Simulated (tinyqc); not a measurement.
Inside a calculation. Method: MP2 on RHF in the sto-3g basis, frozen core, for H2F+, spin multiplicity 1. One step of it, computed by the program tinyqc.

Task: Iteration 8 (converged): orbitals. Diagonalise F' = X^T F X, C = X C', fill 5 alpha and 5 beta electrons from the bottom; D = 2 C_occ C_occ^T. Each column has its largest component positive (the first on a tie).

converged F (hartree), lower triangle:
```
             1F 1s      1F 2s     1F 2px     1F 2py     1F 2pz      2H 1s      3H 1s
1F 1s   -26.595588
1F 2s    -6.782744  -3.613147
1F 2px    0.000000   0.000000  -1.024621
1F 2py    0.000000   0.000000   0.000000  -0.954350
1F 2pz   -0.022219  -0.104917   0.000000   0.000000  -0.984017
2H 1s    -1.072657  -1.122899   0.000000  -0.515599  -0.396537  -0.803954
3H 1s    -1.072657  -1.122899   0.000000   0.515599  -0.396537  -0.338438  -0.803954
```

X, lower triangle:
```
            1F 1s      1F 2s    1F 2px     1F 2py     1F 2pz      2H 1s     3H 1s
1F 1s    1.023699
1F 2s   -0.135971   1.142426
1F 2px   0.000000   0.000000  1.000000
1F 2py   0.000000   0.000000  0.000000   1.064808
1F 2pz  -0.005584   0.053680  0.000000   0.000000   1.023963
2H 1s    0.017531  -0.205513  0.000000  -0.164457  -0.092094   1.112200
3H 1s    0.017531  -0.205513  0.000000   0.164457  -0.092094  -0.071639  1.112200
```

Give: F' = X^T F X; orbital energies; coefficients C; D after iteration 8.

Result:

F' = X^T F X (hartree), lower triangle:
```
          1        2        3        4        5        6        7
1  -26.1165
2   -3.4389  -2.2599
3    0.0000   0.0000  -1.0246
4    0.0000   0.0000   0.0000  -0.7461
5   -0.0412   0.0363   0.0000   0.0000  -0.9000
6   -0.1285  -0.4600   0.0000  -0.4201  -0.2720  -0.3767
7   -0.1285  -0.4600   0.0000   0.4201  -0.2720  -0.0742  -0.3767
```

orbital energies (hartree): MO1 -26.6052, MO2 -2.0278, MO3 -1.1584, MO4 -1.0529, MO5 -1.0246, MO6 -0.0414, MO7 0.1098

coefficients C:
```
            MO1      MO2      MO3      MO4     MO5      MO6      MO7
1F 1s    0.9947  -0.2506   0.0000   0.0642  0.0000   0.1034   0.0000
1F 2s    0.0225   0.9502   0.0000  -0.3212  0.0000  -0.6359   0.0000
1F 2px   0.0000   0.0000   0.0000   0.0000  1.0000   0.0000   0.0000
1F 2py   0.0000   0.0000   0.7421   0.0000  0.0000   0.0000   0.7982
1F 2pz   0.0022   0.0986   0.0000   0.8764  0.0000  -0.5390   0.0000
2H 1s   -0.0039   0.0840   0.3422   0.2129  0.0000   0.7349  -0.7815
3H 1s   -0.0039   0.0840  -0.3422   0.2129  0.0000   0.7349   0.7815
```

D after iteration 8, lower triangle:
```
          1F 1s    1F 2s  1F 2px   1F 2py  1F 2pz    2H 1s   3H 1s
1F 1s    2.1128
1F 2s   -0.4726   2.0133
1F 2px   0.0000   0.0000  2.0000
1F 2py   0.0000   0.0000  0.0000   1.1015
1F 2pz   0.0675  -0.3757  0.0000   0.0000  1.5557
2H 1s   -0.0226   0.0226  0.0000   0.5079  0.3897   0.3390
3H 1s   -0.0226   0.0226  0.0000  -0.5079  0.3897  -0.1295  0.3390
```
